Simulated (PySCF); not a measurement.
Compound: FH₅Si₂.
SMILES: `F[SiH2][SiH3]`

The closed-shell SCF was solved with PySCF and density fitting under several settings on one GFN2-xTB geometry (grid level 2 and gas phase unless stated).

```tsv
settings	basis functions	SCF cycles	E (Eh)	HOMO (eV)	LUMO (eV)	dipole (D)
PBE0/pcSseg-1	90	11	-681.4938	-8.79	-0.73	1.71
PBE0/def2-SVPD	111	10	-681.2713	-8.77	-0.82	1.66
WP04/cc-pVDZ, grid level 3	75	11	-690.2160	-9.83	-2.24	1.75
OPBE/6-31G*	60	12	-681.6852	-7.31	-1.25	1.45
KT3/def2-TZVPP	185	14	-687.7495	-7.59	-1.72	1.45
wB97X-D/pcSseg-1	90	12	-681.8073	-10.64	1.07	1.76
OPBE/pcSseg-1	90	12	-681.7010	-7.50	-1.42	1.56
```

Q: Estimate the rows for these settings: (1) BLYP/pcSseg-1, energy threshold 1e-11 Eh, start guess huckel; (2) PBE0/def2-TZVPP, fitting basis def2-universal-jkfit, damping 0.2 at the start, DIIS from the seventh cycle.

A: 
```json
{"settings": "BLYP/pcSseg-1, energy threshold 1e-11 Eh, start guess huckel", "basis functions": "90", "SCF cycles": "13", "E (Eh)": "-681.8234", "HOMO (eV)": "-7.38", "LUMO (eV)": "-1.41", "dipole (D)": "1.57"}
{"settings": "PBE0/def2-TZVPP, fitting basis def2-universal-jkfit, damping 0.2 at the start, DIIS from the seventh cycle", "basis functions": "185", "SCF cycles": "14", "E (Eh)": "-681.5944", "HOMO (eV)": "-8.72", "LUMO (eV)": "-0.87", "dipole (D)": "1.54"}
```

Q: Over all rows, what range does the HOMO–LUMO gap span?

A: From 5.87 eV (KT3/def2-TZVPP) to 11.71 eV (wB97X-D/pcSseg-1). The functional of the narrowest has no exact exchange, that of the widest range-separated exact exchange.

Q: And the dipole moment?

A: From 1.45 D to 1.76 D; the largest is 1.21 times the smallest, and the median is 1.57 D.

Q: Compare two rows with the functional PBE0: PBE0/pcSseg-1 and PBE0/def2-SVPD. Which energy is lower, and by how much?

A: PBE0/pcSseg-1 (90 functions) lies 0.2225 Eh or 140 kcal/mol below PBE0/def2-SVPD (111 functions). The smaller set gives the lower energy; the two sets aren't nested, so the variational bound doesn't order them by size.

wB97X-D ran without the empirical dispersion term, which would shift the total energy alone. Cycle counts include a coarse-grid stage where the run had one. All basis functions are spherical, in the Pople sets too. KT3 and WP04 were designed for NMR shieldings or shifts; total energies of different functionals aren't comparable.
